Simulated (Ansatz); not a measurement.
# CH3B+ (quartet): the correlation ladder, cc-pVDZ

Aim: climb from Hartree-Fock through coupled cluster and multireference methods for CH3B+ (quartet) at one geometry and basis, and see what each rung misses.

Program: Ansatz 0.2.0, Gaussian basis. Level of theory: cc-pVDZ, core rule «outside noble gas», up to 2 orbitals frozen. These are calculated values, not measurements.

To be run: UHF; CCSD(T) on ROHF; CCSD(T) on UHF; BCCD(T) on ROHF; CISD; CCSDT(Q) on ROHF; CCSDT(Q) on UHF; CASSCF and MRCISD+Q, 9 electrons in 11 orbitals; CASSCF and NEVPT2, 9 electrons in 11 orbitals.

20 further runs of the same task are left out: 7 that didn't finish, 13 set aside as unsound or not needed.

## 1. The geometry

The geometry is a PBE0/def2-TZVP stationary point (not a proven minimum) of the parent state, kept for this charge and spin.

5 atoms, charge 1, spin multiplicity 4.

Atoms are counted from 1 here; the program's logs count them from 0.

Bond lengths: B1–C2 1.496 Å, B1–H3 1.202 Å, B1–H4 1.196 Å, C2–H5 1.082 Å. Angles: C2–B1–H3 119.8°, C2–B1–H4 120.9°, H3–B1–H4 119.3°, B1–C2–H5 144.8°.

## 2. UHF

File in.yaml:

```yaml
crystal:
  periodic: [false, false, false]
  atoms:
    - {symbol: B, position_ang: [0.000000, 0.050359, 0.739783]}
    - {symbol: C, position_ang: [0.000000, -0.101482, -0.748988]}
    - {symbol: H, position_ang: [0.000000, 1.148901, 1.227395]}
    - {symbol: H, position_ang: [0.000000, -0.908685, 1.455152]}
    - {symbol: H, position_ang: [0.000000, 0.428910, -1.692336]}
basis:
  gaussian: {orbitals: cc-pVDZ}
total_charge: 1
magnetization: {spin_polarized: true, initial_magnetization: 3}
hamiltonian: {xc: hf}
output: {orbitals: {seedname: orbitals}}
```

On the command line:

```
$ ansatz run in.yaml --threads 1 --pin off --events-out ev --progress --plain --max-ram 2393MiB
```

Further steps of the session: CCSD(T) on ROHF; CCSD(T) on UHF; BCCD(T) on ROHF; CISD; CCSDT(Q) on ROHF; CCSDT(Q) on UHF; CASSCF and MRCISD+Q, 9 electrons in 11 orbitals; CASSCF and NEVPT2, 9 electrons in 11 orbitals.

Before running them: what should the planned runs give, taken together? Wanted: UCCSDT(Q) from the RHF energy; RMP2 from UCCSDT(Q); UMP2 from UCCSDT(Q); RCCSD from UCCSDT(Q); RCCSD(T) from UCCSDT(Q); UCCSD(T) from UCCSDT(Q); RCCSDT(Q) from UCCSDT(Q); NEVPT2 valence from UCCSDT(Q); MRCISD+Q valence from UCCSDT(Q).

**Answer**, as computed:

| quantity | value |
| --- | --- |
| UCCSDT(Q) from the ROHF energy | -5.2865 eV |
| RMP2 from UCCSDT(Q) | +1129.6 meV |
| UMP2 from UCCSDT(Q) | +1107.3 meV |
| RCCSD from UCCSDT(Q) | +169.7 meV |
| RCCSD(T) from UCCSDT(Q) | +38.1 meV |
| UCCSD(T) from UCCSDT(Q) | +36.2 meV |
| RCCSDT(Q) from UCCSDT(Q) | +2.2 meV |
| NEVPT2 valence from UCCSDT(Q) | +658.6 meV |
| MRCISD+Q valence from UCCSDT(Q) | +19.5 meV |
| levels within 1 kcal/mol (43 meV) | RCCSD(T), UCCSD(T), BCCD(T), RCCSDT, UCCSDT, RCCSDT(Q), MRCISD+Q valence |
| T1 diagnostic | 0.050 |
| effectively unpaired electrons | 3.02 |

**Reading.** RCCSD(T) misses by +38.1 meV, 0.7 % of the correlation energy. The occupations are near whole numbers, but T1 = 0.050 shows that the orbitals relax strongly. Of the multireference levels listed MRCISD+Q valence comes nearest in total energy (+19.5 meV), which doesn't show that its space is the better one. These misses are within one basis, not against nature; the frozen cores of restricted and unrestricted runs differ, which can shift their rows.

With open shells the CI space here admits some triples and quadruples, so it is larger than plain CISD.
